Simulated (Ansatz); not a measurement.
Born–Oppenheimer molecular dynamics of AlH5OSi (8 atoms, charge 0, multiplicity 1). It starts at the highest image of a converged band. Of that band: Neighbouring images differ by up to 2.5 eV, so the band resolves the path poorly. A vibrational analysis at the climbing image gives one clearly imaginary mode, 1491i cm⁻¹: a first-order saddle point.

Method: RKS PBE0-D4/def2-SVP (Ansatz).

| Item | Value |
| --- | --- |
| ensemble | NVE (velocity Verlet) |
| time step | 0.5 fs |
| steps asked | 200 |
| starting velocities drawn for | 300 K |
| seed | 9858 |

Frames 0.5 fs apart, positions in Å, forces in eV/Å.

Velocities at 10 fs (Å/ps):

```
Al -0.07 -0.28 -6.15
O -0.49 1.51 0.88
Si -0.17 -0.78 2.69
H -1.84 7.15 -10.15
H 4.21 2.49 -9.04
H 2.46 5.63 7.65
H 5.52 -3.91 76.53
H 4.11 -5.90 10.69
```

```xyz
8
Properties=species:S:1:pos:R:3:forces:R:3 time_fs=10 energy_less_start_eV=-0.170 T=520
Al 0.593 -0.121 -0.767 0.56 0.14 -2.17
O 0.396 -0.141 1.122 -1.75 -0.32 0.97
Si -0.218 -0.293 2.717 -0.55 -0.02 1.17
H -1.610 -0.831 2.613 -0.01 0.59 -0.17
H 0.458 -1.440 3.352 0.50 0.00 0.18
H -0.007 1.007 3.545 -0.25 -0.87 -0.76
H 1.318 0.100 1.060 1.83 0.56 0.33
H -0.712 -0.690 -1.595 -0.33 -0.07 0.43
8
Properties=species:S:1:pos:R:3:forces:R:3 time_fs=10.5 energy_less_start_eV=-0.199 T=557
Al 0.593 -0.121 -0.770 0.66 0.18 -2.04
O 0.395 -0.141 1.122 -1.43 -0.23 0.98
Si -0.218 -0.293 2.718 -0.63 0.03 1.16
H -1.611 -0.827 2.608 -0.01 0.58 -0.15
H 0.460 -1.439 3.348 0.51 -0.03 0.21
H -0.006 1.009 3.548 -0.25 -0.91 -0.77
H 1.323 0.099 1.099 1.53 0.47 0.20
H -0.711 -0.693 -1.589 -0.38 -0.09 0.41
8
Properties=species:S:1:pos:R:3:forces:R:3 time_fs=11 energy_less_start_eV=-0.231 T=598
Al 0.593 -0.121 -0.773 0.76 0.21 -1.90
O 0.395 -0.140 1.123 -0.87 -0.08 1.01
Si -0.218 -0.294 2.720 -0.70 0.06 1.12
H -1.612 -0.821 2.602 -0.02 0.56 -0.12
H 0.464 -1.438 3.344 0.51 -0.06 0.23
H -0.006 1.009 3.549 -0.25 -0.91 -0.76
H 1.332 0.099 1.138 1.00 0.33 0.03
H -0.710 -0.696 -1.582 -0.42 -0.11 0.39
8
Properties=species:S:1:pos:R:3:forces:R:3 time_fs=11.5 energy_less_start_eV=-0.258 T=632
Al 0.593 -0.121 -0.777 0.84 0.25 -1.76
O 0.394 -0.139 1.124 -0.17 0.10 1.09
Si -0.218 -0.294 2.721 -0.77 0.04 1.06
H -1.613 -0.814 2.596 -0.03 0.53 -0.09
H 0.469 -1.437 3.341 0.49 -0.07 0.24
H -0.006 1.006 3.548 -0.24 -0.87 -0.74
H 1.343 0.100 1.177 0.34 0.15 -0.18
H -0.710 -0.699 -1.574 -0.46 -0.13 0.37
8
Properties=species:S:1:pos:R:3:forces:R:3 time_fs=12 energy_less_start_eV=-0.273 T=651
Al 0.593 -0.121 -0.781 0.91 0.28 -1.64
O 0.393 -0.138 1.125 0.55 0.28 1.22
Si -0.218 -0.294 2.723 -0.82 -0.01 0.98
H -1.614 -0.806 2.590 -0.05 0.50 -0.05
H 0.476 -1.436 3.338 0.47 -0.08 0.25
H -0.007 1.002 3.546 -0.22 -0.81 -0.69
H 1.355 0.101 1.216 -0.34 -0.02 -0.42
H -0.712 -0.703 -1.566 -0.50 -0.14 0.36
8
Properties=species:S:1:pos:R:3:forces:R:3 time_fs=12.5 energy_less_start_eV=-0.276 T=654
Al 0.594 -0.121 -0.784 0.97 0.30 -1.52
O 0.393 -0.138 1.126 1.19 0.44 1.38
Si -0.219 -0.295 2.725 -0.86 -0.11 0.88
H -1.615 -0.796 2.584 -0.07 0.46 -0.02
H 0.483 -1.435 3.336 0.43 -0.06 0.24
H -0.008 0.995 3.541 -0.20 -0.71 -0.61
H 1.366 0.102 1.254 -0.94 -0.17 -0.69
H -0.714 -0.707 -1.556 -0.52 -0.16 0.34
8
Properties=species:S:1:pos:R:3:forces:R:3 time_fs=13 energy_less_start_eV=-0.268 T=646
Al 0.594 -0.121 -0.788 1.01 0.32 -1.42
O 0.392 -0.137 1.127 1.72 0.56 1.54
Si -0.219 -0.295 2.727 -0.89 -0.24 0.77
H -1.616 -0.786 2.578 -0.09 0.42 0.01
H 0.491 -1.435 3.335 0.38 -0.04 0.23
H -0.010 0.987 3.536 -0.18 -0.57 -0.52
H 1.375 0.102 1.290 -1.41 -0.28 -0.95
H -0.718 -0.712 -1.546 -0.54 -0.16 0.33
8
Properties=species:S:1:pos:R:3:forces:R:3 time_fs=13.5 energy_less_start_eV=-0.258 T=632
Al 0.594 -0.121 -0.792 1.03 0.33 -1.34
O 0.392 -0.136 1.129 2.10 0.65 1.70
Si -0.220 -0.296 2.729 -0.90 -0.40 0.65
H -1.618 -0.774 2.571 -0.11 0.37 0.04
H 0.501 -1.434 3.334 0.32 -0.01 0.22
H -0.012 0.977 3.529 -0.14 -0.41 -0.41
H 1.380 0.102 1.324 -1.74 -0.36 -1.19
H -0.723 -0.717 -1.535 -0.55 -0.17 0.33
8
Properties=species:S:1:pos:R:3:forces:R:3 time_fs=14 energy_less_start_eV=-0.250 T=622
Al 0.595 -0.121 -0.797 1.03 0.33 -1.27
O 0.392 -0.135 1.131 2.35 0.70 1.83
Si -0.220 -0.296 2.731 -0.92 -0.60 0.53
H -1.620 -0.762 2.565 -0.13 0.32 0.07
H 0.511 -1.434 3.333 0.25 0.03 0.19
H -0.015 0.966 3.521 -0.10 -0.21 -0.28
H 1.381 0.101 1.355 -1.93 -0.40 -1.39
H -0.729 -0.722 -1.523 -0.55 -0.17 0.33
8
Properties=species:S:1:pos:R:3:forces:R:3 time_fs=14.5 energy_less_start_eV=-0.249 T=621
Al 0.596 -0.121 -0.801 1.01 0.33 -1.22
O 0.392 -0.134 1.133 2.44 0.71 1.92
Si -0.221 -0.297 2.732 -0.93 -0.82 0.39
H -1.622 -0.748 2.559 -0.15 0.27 0.09
H 0.522 -1.433 3.333 0.18 0.08 0.17
H -0.018 0.955 3.513 -0.06 0.00 -0.13
H 1.378 0.099 1.382 -1.96 -0.41 -1.55
H -0.737 -0.728 -1.510 -0.53 -0.16 0.34
8
Properties=species:S:1:pos:R:3:forces:R:3 time_fs=15 energy_less_start_eV=-0.257 T=631
Al 0.596 -0.121 -0.805 0.98 0.32 -1.19
O 0.393 -0.133 1.135 2.39 0.69 1.96
Si -0.222 -0.297 2.735 -0.94 -1.06 0.25
H -1.625 -0.734 2.553 -0.17 0.22 0.11
H 0.533 -1.433 3.334 0.10 0.12 0.14
H -0.021 0.944 3.504 -0.02 0.24 0.03
H 1.370 0.096 1.406 -1.84 -0.37 -1.66
H -0.746 -0.734 -1.496 -0.51 -0.15 0.35
8
Properties=species:S:1:pos:R:3:forces:R:3 time_fs=15.5 energy_less_start_eV=-0.272 T=652
Al 0.597 -0.121 -0.810 0.94 0.30 -1.16
O 0.394 -0.131 1.138 2.18 0.62 1.95
Si -0.223 -0.298 2.737 -0.96 -1.30 0.12
H -1.627 -0.720 2.548 -0.17 0.17 0.14
H 0.544 -1.432 3.335 0.02 0.17 0.11
H -0.024 0.934 3.495 0.03 0.48 0.19
H 1.357 0.092 1.426 -1.56 -0.30 -1.70
H -0.756 -0.741 -1.482 -0.47 -0.14 0.36
```

Of the whole run (100 fs, mean temperature of the second half 640 K): The conserved energy stayed within 0.25 meV per atom of its start (net change 0.021 meV per atom), so the integration is sound. The kinetic energy rose, since the run started high on the potential surface and went downhill. It ends in pieces (AlH + H4OSi), so much of that is their flight and rotation, not heat. A run of 0.1 ps of so small a system gives no equilibrium averages. The orbitals stay closed-shell, which can raise the energy where a bond breaks towards radicals; this wasn't checked here.

The run took 7.3 min on 1 thread of Arm Neoverse V1 (shared host), peak memory 0.15 GiB.
